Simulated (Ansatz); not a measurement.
# C5H11N: up Jacob's ladder to CCSD(T)

One table from this session's results is given with a row withheld; the runs are named, their logs left out.

Program: Ansatz 0.2.0, Gaussian basis. Level of theory: functionals in def2-TZVPP, the program's frozen cores in correlated methods. These are calculated values, not measurements.

The runs, in order: LDA (SPW92), PBE-D4, revPBE-D4, BLYP-D4, r2SCAN-D4, B97M-V, PBE0-D4, B3LYP-D4, r2SCANh-D4, r2SCAN0-D4, HSE06-D4, BHLYP-D4, CAM-B3LYP-D4, LC-ωPBE, ωB97X-V, ωB97M-V, B2PLYP, PBE-QIDH; CCSD(T)/def2-SVP; CCSD(T)/def2-TZVPP; MP2/def2-QZVPP; extrapolation to the limit; RPA on PBE.

## The geometry

The geometry comes from an earlier relaxation with PBE0-D4 in a triple-zeta def2 set; it is a stationary point, not always the lowest conformer.

SMILES `NC1CCCC1`, 17 atoms, charge 0, spin multiplicity 1.

Atoms are counted from 1 here; the program's logs count them from 0.

Bond lengths: N1–C2 1.449 Å, N1–H7 1.013 Å, N1–H8 1.014 Å, C2–C3 1.530 Å, C2–C6 1.526 Å, C2–H9 1.098 Å, C3–C4 1.525 Å, C3–H10 1.097 Å, C3–H11 1.093 Å, C4–C5 1.547 Å, C4–H12 1.094 Å, C4–H13 1.092 Å, C5–C6 1.536 Å, C5–H14 1.092 Å, C5–H15 1.092 Å, C6–H16 1.096 Å, C6–H17 1.091 Å. Angles: C2–N1–H7 110.8°, C2–N1–H8 110.0°, H7–N1–H8 106.9°, N1–C2–C3 118.3°, N1–C2–C6 112.2°, N1–C2–H9 107.1°, C3–C2–C6 102.3°, C3–C2–H9 108.0°, C6–C2–H9 108.5°, C2–C3–C4 103.5°, C2–C3–H10 108.5°, C2–C3–H11 113.2°, C4–C3–H10 110.7°, C4–C3–H11 113.5°, H10–C3–H11 107.5°, C3–C4–C5 105.0°, C3–C4–H12 109.6°, C3–C4–H13 112.9° and more.

As a file:

```
atom     x (Å)     y (Å)     z (Å)
  N1   0.07701  -1.99978   1.07551
  C2   0.28353  -0.62813   0.65796
  C3   0.79765  -0.37157  -0.76026
  C4   0.56104   1.12138  -0.95970
  C5  -0.72817   1.43204  -0.16357
  C6  -1.00742   0.18502   0.68888
  H7   0.94474  -2.52071   1.04052
  H8  -0.56999  -2.46069   0.44476
  H9   0.99530  -0.17899   1.36352
 H10   0.18996  -0.95710  -1.46188
 H11   1.84009  -0.66977  -0.90005
 H12   1.40193   1.68509  -0.54575
 H13   0.48350   1.40249  -2.01158
 H14  -1.56575   1.64799  -0.82970
 H15  -0.59346   2.31823   0.45998
 H16  -1.80157  -0.41944   0.23509
 H17  -1.32740   0.41343   1.70648
```

The first run:

Contents of in.yaml:

```yaml
crystal:
  periodic: [false, false, false]
  atoms:
    - {symbol: N, position_ang: [0.077010, -1.999779, 1.075508]}
    - {symbol: C, position_ang: [0.283528, -0.628129, 0.657957]}
    - {symbol: C, position_ang: [0.797651, -0.371571, -0.760260]}
    - {symbol: C, position_ang: [0.561044, 1.121375, -0.959697]}
    - {symbol: C, position_ang: [-0.728174, 1.432043, -0.163573]}
    - {symbol: C, position_ang: [-1.007418, 0.185018, 0.688881]}
    - {symbol: H, position_ang: [0.944736, -2.520706, 1.040515]}
    - {symbol: H, position_ang: [-0.569986, -2.460688, 0.444763]}
    - {symbol: H, position_ang: [0.995300, -0.178995, 1.363524]}
    - {symbol: H, position_ang: [0.189958, -0.957099, -1.461878]}
    - {symbol: H, position_ang: [1.840089, -0.669765, -0.900053]}
    - {symbol: H, position_ang: [1.401932, 1.685087, -0.545754]}
    - {symbol: H, position_ang: [0.483496, 1.402492, -2.011581]}
    - {symbol: H, position_ang: [-1.565749, 1.647993, -0.829697]}
    - {symbol: H, position_ang: [-0.593456, 2.318234, 0.459976]}
    - {symbol: H, position_ang: [-1.801565, -0.419441, 0.235091]}
    - {symbol: H, position_ang: [-1.327396, 0.413431, 1.706478]}
basis:
  gaussian: {orbitals: def2-TZVPP}
hamiltonian: {xc: lda}
output: {orbitals: {seedname: orbitals}}
```

Launch:

```sh
ansatz run in.yaml --threads 2 --pin off --events-out ev --progress --plain --max-ram 32768MiB --backend cuda --devices 0, --max-vram 18GiB
```

Steps of the session up to this table: LDA; PBE-D4 (GGA); revPBE-D4 (GGA); BLYP-D4 (GGA); r2SCAN-D4 (meta-GGA); B97M-V (meta-GGA); PBE0-D4 (hybrid); B3LYP-D4 (hybrid); r2SCANh-D4 (hybrid); r2SCAN0-D4 (hybrid); HSE06-D4 (hybrid); BHLYP-D4 (hybrid); CAM-B3LYP-D4 (range-separated); LC-ωPBE (range-separated); ωB97X-V (range-separated); ωB97M-V (range-separated); B2PLYP (double hybrid); PBE-QIDH (double hybrid).

One of the session's tables, all rows but one given; the rest of the session is left out.

It belongs to the step «Frontier levels by functional». 

```
  functional  HOMO (eV)  LUMO (eV)  gap (eV)
 LDA (SPW92)      -5.36       0.10      5.46
      PBE-D4      -5.23       0.27      5.50
   revPBE-D4      -5.17       0.36      5.53
     BLYP-D4      -5.13       0.26      5.39
   r2SCAN-D4      -5.52       1.00      6.52
      B97M-V      -5.71       0.43      6.13
     PBE0-D4          ?          ?         ?
    B3LYP-D4      -6.46       0.74      7.20
  r2SCANh-D4      -6.07       1.23      7.30
  r2SCAN0-D4      -6.89       1.56      8.45
    HSE06-D4      -6.28       0.71      6.99
    BHLYP-D4      -8.08       1.68      9.76
CAM-B3LYP-D4      -8.13       1.84      9.97
     LC-ωPBE      -9.50       3.14     12.64
     ωB97X-V      -9.16       2.92     12.08
     ωB97M-V      -9.08       2.50     11.58
```

Q: Estimate the row for PBE0-D4 from the others.

**Answer.** HOMO (eV): -6.68; LUMO (eV): 1.08; gap (eV): 7.76. In the column «HOMO (eV)» it lies between r2SCAN0-D4 (-6.89) and B3LYP-D4 (-6.46).
